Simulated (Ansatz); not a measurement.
# NO radical: one species, many methods

The task here is to estimate one member of a computed series from the others.

Method: functionals in def2-TZVPP, the program's frozen cores in correlated methods; program: Ansatz 0.2.0, Gaussian basis.

Plan: LDA (SPW92), PBE-D4, revPBE-D4, BLYP-D4, r2SCAN-D4, B97M-V, PBE0-D4, B3LYP-D4, r2SCANh-D4, r2SCAN0-D4, HSE06-D4, BHLYP-D4, CAM-B3LYP-D4, LC-ωPBE, ωB97X-V, ωB97M-V, B2PLYP, PBE-QIDH; CCSD(T)/def2-SVP; CCSD(T)/def2-TZVPP; CCSD(T)/def2-QZVPP; extrapolation to the limit; RPA on PBE.

## The geometry

All runs share one geometry, relaxed beforehand with PBE0-D4 in a triple-zeta def2 set.

SMILES `[N]=O`, 2 atoms, charge 0, spin multiplicity 2.

Atoms are counted from 1 here; the program's logs count them from 0.

Bond lengths: N1–O2 1.140 Å.

The first run:

in.yaml reads:

```yaml
crystal:
  periodic: [false, false, false]
  atoms:
    - {symbol: N, position_ang: [-0.483598, 0.177022, -0.243984]}
    - {symbol: O, position_ang: [0.483598, -0.177022, 0.243984]}
basis:
  gaussian: {orbitals: def2-TZVPP}
magnetization: {spin_polarized: true, initial_magnetization: 1}
hamiltonian: {xc: lda}
output: {orbitals: {seedname: orbitals}}
```

The run is started by

```sh
$ ansatz run in.yaml --threads 2 --pin off --events-out ev --progress --plain --max-ram 32768MiB --backend cpu
```

Among the steps run: LDA; PBE-D4 (GGA); revPBE-D4 (GGA); BLYP-D4 (GGA); r2SCAN-D4 (meta-GGA); B97M-V (meta-GGA); PBE0-D4 (hybrid); B3LYP-D4 (hybrid); r2SCANh-D4 (hybrid); r2SCAN0-D4 (hybrid); HSE06-D4 (hybrid); BHLYP-D4 (hybrid); CAM-B3LYP-D4 (range-separated); LC-ωPBE (range-separated); ωB97X-V (range-separated); ωB97M-V (range-separated); B2PLYP (double hybrid); PBE-QIDH (double hybrid).

One table of the session follows, with a row left open; its other results are not shown here.

It belongs to the step «Orbital energies across the functionals». 

| functional | HOMO (eV) | LUMO (eV) | gap (eV) |
| --- | --- | --- | --- |
| LDA (SPW92) | -4.37 | -4.41 | -0.04 |
| PBE-D4 | -4.31 | -4.04 | 0.27 |
| revPBE-D4 | -4.25 | -3.93 | 0.32 |
| BLYP-D4 | -4.31 | -3.96 | 0.35 |
| r2SCAN-D4 | -4.81 | -3.83 | 0.98 |
| B97M-V | -4.72 | -3.66 | 1.06 |
| PBE0-D4 | -6.25 | -2.61 | 3.64 |
| B3LYP-D4 | -6.00 | -2.99 | 3.01 |
| r2SCANh-D4 | -5.55 | -3.29 | 2.26 |
| r2SCAN0-D4 | -6.65 | -2.48 | 4.17 |
| HSE06-D4 | -5.83 | -3.01 | 2.83 |
| BHLYP-D4 | -8.23 | -1.13 | 7.09 |
| CAM-B3LYP-D4 | ? | ? | ? |
| LC-ωPBE | -9.19 | 0.10 | 9.29 |
| ωB97X-V | -8.73 | 0.04 | 8.76 |
| ωB97M-V | -8.52 | -0.02 | 8.51 |

Q: Estimate the row for CAM-B3LYP-D4 from the others.

As computed: HOMO (eV): -7.86; LUMO (eV): -1.32; gap (eV): 6.54. In the column «HOMO (eV)» it lies between BHLYP-D4 (-8.23) and r2SCAN0-D4 (-6.65).

Caveats from the session: A negative gap means that an empty level lies below a filled one: whole occupations of an open shell aren't an aufbau state there.
